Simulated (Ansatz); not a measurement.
# CH3AlO: basis-set convergence

The task here is to estimate one member of a computed series from the others.

Method: one geometry, several basis sets; program: Ansatz 0.2.0, Gaussian basis.

Levels to be run: PBE0-D4/def2-SVP; ωB97M-V/def2-SVP; PBE0-D4/def2-QZVPP; ωB97M-V/def2-QZVPP; the functionals' def2-TZVPP values are taken from earlier runs.

1 further run of the same task is left out (it didn't finish).

### The geometry

An earlier PBE0-D4 in a triple-zeta def2 set relaxation fixed the geometry.

6 atoms, charge 0, spin multiplicity 1.

Atoms are counted from 1 here; the program's logs count them from 0.

Bond lengths: O1–C2 1.251 Å, O1–Al3 1.953 Å, C2–Al3 1.939 Å, C2–H4 1.104 Å, Al3–H5 1.578 Å, Al3–H6 1.578 Å. Angles: C2–O1–Al3 70.6°, O1–C2–Al3 71.9°, O1–C2–H4 116.8°, Al3–C2–H4 171.3°, O1–Al3–C2 37.5°, O1–Al3–H5 112.3°, O1–Al3–H6 112.4°, C2–Al3–H5 116.8°, C2–Al3–H6 116.8°, H5–Al3–H6 126.3°.

Set-up of the first run:

Contents of in.yaml:

```yaml
crystal:
  periodic: [false, false, false]
  atoms:
    - {symbol: O, position_ang: [-0.629457, -0.870652, 0.644162]}
    - {symbol: C, position_ang: [0.141081, -1.054947, -0.324305]}
    - {symbol: Al, position_ang: [0.072758, 0.848331, 0.037457]}
    - {symbol: H, position_ang: [0.285960, -2.098526, -0.653676]}
    - {symbol: H, position_ang: [-0.999182, 1.685959, -0.761800]}
    - {symbol: H, position_ang: [1.170940, 1.425935, 1.012062]}
basis:
  gaussian: {orbitals: def2-SVP}
hamiltonian: {xc: pbe0, dispersion: d4}
output: {orbitals: {seedname: orbitals}}
```

Launch:

```console
$ ansatz run in.yaml --threads 2 --pin off --events-out ev --progress --plain --max-ram 4352MiB
```

Steps of the session up to this table: PBE0-D4 in def2-SVP; ωB97M-V in def2-SVP; PBE0-D4 in def2-QZVPP; ωB97M-V in def2-QZVPP.

One of the session's tables, all rows but one given; the rest of the session is left out.

It belongs to the step «Density functionals: the series». 

```
functional       basis  HOMO (eV)  LUMO (eV)
   PBE0-D4    def2-SVP      -7.49      -1.97
   PBE0-D4  def2-TZVPP      -7.49      -2.07
   PBE0-D4  def2-QZVPP      -7.50      -2.11
   ωB97M-V    def2-SVP      -9.77       0.54
   ωB97M-V  def2-TZVPP          ?          ?
   ωB97M-V  def2-QZVPP      -9.82       0.22
```

Estimate the missing values for ωB97M-V, def2-TZVPP.

**Answer.** HOMO (eV): -9.80; LUMO (eV): 0.31. In the column «HOMO (eV)» it lies between ωB97M-V, def2-QZVPP (-9.82) and ωB97M-V, def2-SVP (-9.77).
